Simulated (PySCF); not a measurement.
**HSi(OH): from structure and modes to constants**

Level of theory: PBE0 in PySCF with Si def2-TZVP, H def2-TZVP, O def2-TZVP; no relativity; density-fitted integrals.

The singlet minimum has Cs symmetry. Masses (u): Si 27.97693, H 1.00782, O 15.99492.

```xyz
4
charge 0 multiplicity 1, angstrom
Si    0.5010   -0.1673   -0.3222
H     1.4702    0.3007    0.7902
O    -0.9141    0.2338    0.4313
H    -0.8786    0.6307    1.3047
```

Harmonic wavenumbers (cm⁻¹): 636.8 (a'', ×1), 739.7 (a', ×1), 871.2 (a', ×1), 961.8 (a', ×1), 1926.7 (a', ×1), 3885.4 (a', ×1).

Task: What is the harmonic zero-point energy?

Result: Half the sum of all 6 wavenumbers, 9022/2 = 4511 cm⁻¹, which is 54.0 kJ/mol (1 cm⁻¹ = 0.0119627 kJ/mol).

Task: Find the vibrational entropy and heat capacity at 298.15 K.

Result: With u = 1.43878 ω/T, each mode gives S = R[u/(eᵘ−1) − ln(1−e⁻ᵘ)] and C = R u² eᵘ/(eᵘ−1)².
```csv
ω (cm⁻¹),u,S (J/(mol K)),C (J/(mol K))
636.8,3.073,1.63,4.00
739.7,3.570,1.10,3.16
871.2,4.204,0.66,2.26
961.8,4.642,0.46,1.76
1926.7,9.298,0.01,0.07
3885.4,18.750,0.00,0.00
```
The sums over all modes are S = 3.9 and C = 11.2 J/(mol K); the softest mode gives 42 % of the entropy.

Only a few start shapes were tried, so a lower isomer may exist.
